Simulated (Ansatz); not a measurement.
**AlH₂+ (triplet): from Hartree-Fock to the top rungs at scale of all distances = 1.318, aug-cc-pVTZ**

The task here is to estimate one member of a computed series from the others.

The runs use Ansatz 0.2.0, Gaussian basis; aug-cc-pVTZ, core rule «outside noble gas», up to 5 orbitals frozen.

Plan: UHF; CCSD(T) on ROHF; CCSD(T) on UHF; BCCD(T) on ROHF; CCSDT(Q) on ROHF; CCSDT(Q) on UHF; CASSCF and NEVPT2, 4 electrons in 6 orbitals; Full CI.

14 further runs of the same task are left out: 1 for a known fault of the program, 12 that didn't finish, 1 set aside as unsound or not needed.

## The geometry

The geometry derives from a PBE0/def2-TZVP stationary point (not a proven minimum). All distances are scaled together.

3 atoms, charge 1, spin multiplicity 3.

Atoms are counted from 1 here; the program's logs count them from 0.

No contacts short enough for the rule that draws bonds.

Coordinates:

```xyz
3
AlH2
Al    0.0000    0.0000   -0.1346
H     0.0000    1.1856    1.8010
H     0.0000   -1.1856    1.8010
```

Set-up of the first run:

Input file in.yaml:

```yaml
crystal:
  periodic: [false, false, false]
  atoms:
    - {symbol: Al, position_ang: [0.000000, 0.000000, -0.134562]}
    - {symbol: H, position_ang: [0.000000, 1.185645, 1.801041]}
    - {symbol: H, position_ang: [0.000000, -1.185645, 1.801041]}
basis:
  gaussian: {orbitals: aug-cc-pVTZ}
total_charge: 1
magnetization: {spin_polarized: true, initial_magnetization: 2}
hamiltonian: {xc: hf}
output: {orbitals: {seedname: orbitals}}
```

Command:

```console
ansatz run in.yaml --threads 1 --pin off --events-out ev --progress --plain --max-ram 2393MiB
```

Steps of the session up to this table: UHF; CCSD(T) on ROHF; CCSD(T) on UHF; BCCD(T) on ROHF; CCSDT(Q) on ROHF; CCSDT(Q) on UHF; CASSCF and NEVPT2, 4 electrons in 6 orbitals; Full CI.

One table of the session follows, with a row left open; its other results are not shown here.

It belongs to the step «Misses and costs». 

```
        method  from FCI (meV)
          ROHF         +1652.7
           UHF               ?
          RMP2          +560.0
          UMP2          +507.2
         RCCSD           +40.7
         UCCSD           +34.5
      RCCSD(T)           +11.5
      UCCSD(T)           +10.5
       BCCD(T)           +11.9
        RCCSDT            +0.4
        UCCSDT            -0.3
     RCCSDT(Q)            +0.1
     UCCSDT(Q)            -0.6
CASSCF valence          +503.0
NEVPT2 valence          +164.0
           FCI               0
```

**Question.** Estimate the row for UHF.

**Answer.** from FCI (meV): +1393.1. In the column «from FCI (meV)» it lies between RMP2 (+560.0) and ROHF (+1652.7).

Limits of these values: Levels on UHF freeze UHF's core orbitals, full CI those of ROHF, so the U rows can settle a little off it for that reason alone. Restricted and unrestricted rows rest on different reference determinants; where their highest levels disagree by more than a few hundredths of an eV, they describe different states and don't form one ladder.
